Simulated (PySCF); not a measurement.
A search over the determinants of Si₂⁺

Unrestricted PBE0; Si def2-TZVP; no relativity (PySCF 2.14). Outer shells of the fragments: Si+ 3s2 3p1; Si 3s2 3p2.

Followed along the bond (rough minima from three points):

```json
{"2Ms+1": "4", "unpaired": "σ ↑, π ↑↑", "⟨S²⟩ at the start": "3.75", "R at minimum (Å)": "2.28", "Te (eV)": "0.00"}
{"2Ms+1": "2", "unpaired": "σ ↓, π ↑↑", "⟨S²⟩ at the start": "1.79", "R at minimum (Å)": "2.27", "Te (eV)": "0.30"}
{"2Ms+1": "2", "unpaired": "σ ↑, π ↑↓", "⟨S²⟩ at the start": "1.77", "R at minimum (Å)": "2.28", "Te (eV)": "0.36"}
{"2Ms+1": "2", "unpaired": "π ↑", "⟨S²⟩ at the start": "0.75", "R at minimum (Å)": "2.48", "Te (eV)": "0.69"}
{"2Ms+1": "2", "unpaired": "σ ↑", "⟨S²⟩ at the start": "0.76", "R at minimum (Å)": "2.31", "Te (eV)": "1.10"}
```

Solutions found at the starting distance of 2.330 Å, counted from the lowest of them; the search is not exhaustive and high or unbound solutions are not listed, so other states can lie among these:

```tsv
2Ms+1	unpaired	term	E (eV)	⟨S²⟩	⟨Lz²⟩
4	σ ↑, π ↑↑	⁴Σ⁻	0.00	3.75	0.00
2	σ ↓, π ↑↑	mixed	0.31	1.79	0.00
2	σ ↑, π ↑↓	mixed	0.36	1.77	2.03
2	π ↑	²Π	0.77	0.75	1.01
2	σ ↑	mixed	1.09	0.76	2.00
2	π ↑	²Π	1.68	0.76	1.01
```

A term symbol is given only where ⟨S²⟩ and ⟨Lz²⟩ are close to those of a pure state; real π, δ and φ orbitals otherwise mix terms, and g/u labels are left off.
